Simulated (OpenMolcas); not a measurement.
**One shape, several levels: SiCl (SMILES [Si]Cl)**

Wanted: a comparison of 6 runs (UHF/aug-cc-pVTZ, UB3LYP/6-31G*, UBHLYP/aug-cc-pVTZ, UM06-L/aug-cc-pVTZ, UPBE0/aug-cc-pVTZ, USVWN5/aug-cc-pVTZ) of SiCl. 

Program for the calculation: OpenMolcas 26.06.

## Step 1: The system as given

SiCl: 2 atoms, total charge 0, spin state doublet. As SMILES, `[Si]Cl`. Geometry: relaxed at PBE0-D4/def2-TZVP.

Bond lengths: Si1–Cl2 2.067 Å.

## Step 2: Energy and forces at UHF/aug-cc-pVTZ (run 1)

geom.xyz

```xyz
2

Si     0.881810    -0.293660     0.452120
Cl    -0.881810     0.293660    -0.452120
```

test.inp

```
>>> EXPORT MOLCAS_PRINT=2

&GATEWAY
 BasLib=$CurrDir
 Coord=geom.xyz
 Basis=aug-cc-pVTZ
 Group=NoSym

&SEWARD

&SCF
 UHF
 Spin=2
 Thresholds=1e-10 1e-07 1e-07 1e-05
 PrOrbitals=1 2

&ALASKA
```

The basis set aug-cc-pVTZ is read from a file made from the Basis Set Exchange's data (not shown).

Run with:

```sh
$ export MOLCAS_MEM=1860
$ pymolcas test.inp > test.log
```

The log of the run:

```text
--- Start Module: gateway ---
[...]
--- Stop Module: gateway /rc=_RC_ALL_IS_WELL_ ---
[...]
      Basis functions          100
[...]
--- Start Module: scf ---
[...]
       Convergence after  16 Iterations
[...]
::    Total SCF energy                               -748.4540813195
[...]
      Total spin, S                                     0.5126448627
[...]
      Total electronic charge=   31.000000
      Total            charge=   -0.000000
[...]
      Dipole Moment (debye):
      Origin of the operator (angstrom)=   -0.0980    0.0326   -0.0502
                   X=  8.6423E-01               Y= -2.8781E-01               Z=  4.4311E-01           Total=  1.0130E+00
      Quadrupole Moment (debye*angstrom):
[...]
--- Stop Module: scf /rc=_RC_ALL_IS_WELL_ ---
[...]
--- Start Module: alaska ---
[...]
 *              Molecular gradients               *
 **************************************************
  Irreducible representation: a
 ------------------------------------------------------------------------------------------
                              X                       Y                       Z
 ------------------------------------------------------------------------------------------
  SI1              -5.38531596352421E-03    1.79341568557412E-03   -2.76114928786697E-03
  CL2               5.38531596350289E-03   -1.79341568557589E-03    2.76114928785631E-03
 ------------------------------------------------------------------------------------------
--- Stop Module: alaska /rc=_RC_ALL_IS_WELL_ ---
[...]
```

Wall time 15 s (1 thread of Arm Neoverse V1, shared host); peak memory 0.56 GiB.

## Step 3: Energy and gradient at UB3LYP/6-31G(d) (Cartesian functions) (run 2)

mol.inp

```
&GATEWAY
  BasLib=$CurrDir
  Coord
  2
  angstrom
  Si       0.881810      -0.293660       0.452120
  Cl      -0.881810       0.293660      -0.452120
  Basis=6-31Gs
  Group=NoSym

&SEWARD
  GridInput
  Grid=UltraFine
  End of Grid

&SCF
  UHF
  Spin=2
  KSDFT=B3LYP
  Thresholds=1e-10 1e-07 1e-07 1e-05
  PrOrbitals=1

&ALASKA
```

The basis set 6-31G* is read from a file made from the Basis Set Exchange's data (not shown).

Run with:

```sh
$ export MOLCAS_MEM=1860
$ pymolcas mol.inp > mol.log
```

The log of the run:

```text
--- Start Module: gateway ---
[...]
--- Stop Module: gateway /rc=_RC_ALL_IS_WELL_ ---
[...]
      Basis functions           38
[...]
--- Start Module: scf ---
[...]
       Convergence after  13 Iterations
[...]
::    Total KS-DFT energy                            -749.6608074150
[...]
      Total spin, S                                     0.5015122103
[...]
      Total electronic charge=   31.000000
      Total            charge=   -0.000000
[...]
      Dipole Moment (debye):
      Origin of the operator (angstrom)=   -0.0980    0.0326   -0.0502
                   X=  8.6078E-01               Y= -2.8666E-01               Z=  4.4134E-01           Total=  1.0089E+00
      Quadrupole Moment (debye*angstrom):
[...]
--- Stop Module: scf /rc=_RC_ALL_IS_WELL_ ---
[...]
--- Start Module: alaska ---
[...]
 *              Molecular gradients               *
 **************************************************
  Irreducible representation: a
 ------------------------------------------------------------------------------------------
                              X                       Y                       Z
 ------------------------------------------------------------------------------------------
  SI1              -9.67966676301124E-03    3.22351860478598E-03   -4.96294092628702E-03
  CL2               9.67966676301479E-03   -3.22351860478420E-03    4.96294092629057E-03
 ------------------------------------------------------------------------------------------
--- Stop Module: alaska /rc=_RC_ALL_IS_WELL_ ---
[...]
```

It took 6.9 s on 1 thread of Arm Neoverse V1, shared host; peak memory 0.37 GiB.

Runs 3 to 5 aren't shown in full; the table further down has their settings and results.

## Step 4: Energy and gradient at USVWN5/aug-cc-pVTZ (run 6)

run.inp

```
* ClSi Kohn-Sham DFT
>>> EXPORT MOLCAS_PRINT=2
&GATEWAY
BasLib=$CurrDir
Coord
2
angstrom
Si       0.881810      -0.293660       0.452120
Cl      -0.881810       0.293660      -0.452120
Basis=aug-cc-pVTZ
Group=NoSym
&SEWARD
GridInput
Grid=UltraFine
End of Grid
&SCF
UHF
Spin=2
KSDFT=SVWN5
Thresholds=1e-10 1e-07 1e-07 1e-05
PrOrbitals=1 2
&ALASKA
```

The basis set aug-cc-pVTZ is read from a file made from the Basis Set Exchange's data (not shown).

Run with:

```sh
$ export MOLCAS_MEM=1860
$ pymolcas run.inp > run.log
```

The log of the run:

```text
--- Start Module: gateway ---
[...]
--- Stop Module: gateway /rc=_RC_ALL_IS_WELL_ ---
[...]
      Basis functions          100
[...]
--- Start Module: scf ---
[...]
       Convergence after  13 Iterations
[...]
::    Total KS-DFT energy                            -747.0602576374
[...]
      Total spin, S                                     0.5010823413
[...]
      Total electronic charge=   31.000000
      Total            charge=   -0.000000
[...]
      Dipole Moment (debye):
      Origin of the operator (angstrom)=   -0.0980    0.0326   -0.0502
                   X=  5.8707E-01               Y= -1.9550E-01               Z=  3.0100E-01           Total=  6.8809E-01
      Quadrupole Moment (debye*angstrom):
[...]
--- Stop Module: scf /rc=_RC_ALL_IS_WELL_ ---
[...]
--- Start Module: alaska ---
[...]
 *              Molecular gradients               *
 **************************************************
  Irreducible representation: a
 ------------------------------------------------------------------------------------------
                              X                       Y                       Z
 ------------------------------------------------------------------------------------------
  SI1              -1.04126247615177E-03    3.46760800995938E-04   -5.33874188137773E-04
  CL2               1.04126247614111E-03   -3.46760800988832E-04    5.33874188137773E-04
 ------------------------------------------------------------------------------------------
--- Stop Module: alaska /rc=_RC_ALL_IS_WELL_ ---
[...]
```

Run time: 21 s. Hardware: 1 thread of Arm Neoverse V1, shared host; peak memory 0.56 GiB.

## Step 5: All runs side by side

```csv
run,level,Cartesian functions,integration grid,energy (Eh),dipole moment (D),HOMO energy (eV),LUMO energy (eV),wall time
1,UHF/aug-cc-pVTZ,no,–,-748.454081,1.01,-7.89,-0.05,15 s
2,UB3LYP/6-31G* (Cartesian functions),yes,UltraFine,-749.660807,1.01,-4.90,-3.21,6.9 s
3,UBHLYP/aug-cc-pVTZ,no,UltraFine,-749.699066,0.98,-6.08,-2.09,31 s
4,UM06-L/aug-cc-pVTZ,no,UltraFine,-749.676864,0.69,-4.18,-3.61,94 s
5,UPBE0/aug-cc-pVTZ,no,UltraFine,-749.422027,0.78,-5.24,-3.09,29 s
6,USVWN5/aug-cc-pVTZ,no,UltraFine,-747.060258,0.69,-4.12,-4.12,21 s
```

## Step 6: Results

| quantity | value |
| --- | --- |
| run 6: total energy | -747.06026 Eh |
| run 6: dipole moment | 0.69 D |
| run 6: HOMO energy (highest over α and β) | -4.12 eV |
| run 6: LUMO energy (lowest over α and β) | -4.12 eV |
| run 6: ⟨S²⟩ | 0.752 |
| run 6: largest force on an atom | 0.063 eV/Å |

In words: The dipole moment (its size) runs from 0.69 D (USVWN5/aug-cc-pVTZ) to 1.01 D (UHF/aug-cc-pVTZ). Totals of different functionals can't be ranked against each other. All runs together took 3.3 min, the longest 94 s.
